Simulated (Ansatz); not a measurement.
Worked example: correlation energy of GeH₂⁺, doublet

Geometry: that of the GeH2, singlet, kept fixed.

```yaml
atoms:
  - { symbol: Ge, position_ang: [0.0000, -0.0303, 0.0000] }
  - { symbol: H, position_ang: [0.0000, 1.0906, -1.1335] }
  - { symbol: H, position_ang: [0.0000, 1.0906, 1.1335] }
```

Basis cc-pVDZ; Ansatz 0.2.0. Only valence electrons are correlated (noble-gas cores and the filled d shells of p-block atoms frozen), which leaves 5 electrons in 23 orbitals. R marks a restricted (for open shells ROHF) determinant. No spin–orbit coupling is included, and no scalar relativity.

Full CI is exact within this basis and frozen core; it isn't the basis-set limit.

Runs differ by some tens of microhartree through their thresholds and, for an open shell, their frozen cores, so steps under 0.03 kcal/mol mean nothing.

| level | total energy (hartree) |
| --- | --- |
| RHF | -2076.129061 |
| RMP2 | -2076.192580 |
| RCCSD | -2076.214265 |
| RCCSD(T) | -2076.215905 |
| RCCSDT | -2076.216501 |
| RCCSDT(Q) | -2076.216522 |
| RCCSDTQ | -2076.216525 |
| full CI | -2076.216494 |

**Question.** What is the correlation energy at full CI, and what share of it do RMP2 and RCCSD(T) recover?

**Answer.** E(corr) = -2076.216494 − (-2076.129061) = -0.087433 hartree = -2.379 eV. RMP2: -0.063519 / -0.087433 = 72.65 %. RCCSD(T): -0.086844 / -0.087433 = 99.33 %.

**Question.** By how many kcal/mol does RCCSD(T) miss full CI (1 hartree = 627.509 kcal/mol), and which steps make up the rest?

**Answer.** -2076.215905 − (-2076.216494) = 0.000589 hartree = 0.37 kcal/mol. Steps: RCCSDT − RCCSD(T) = -0.37, RCCSDT(Q) − RCCSDT = -0.01, RCCSDTQ − RCCSDT(Q) = 0.00, full CI − RCCSDTQ = 0.02 kcal/mol. That is within 1 kcal/mol of the reference in this basis, which itself misses far more of the correlation at the basis-set limit.
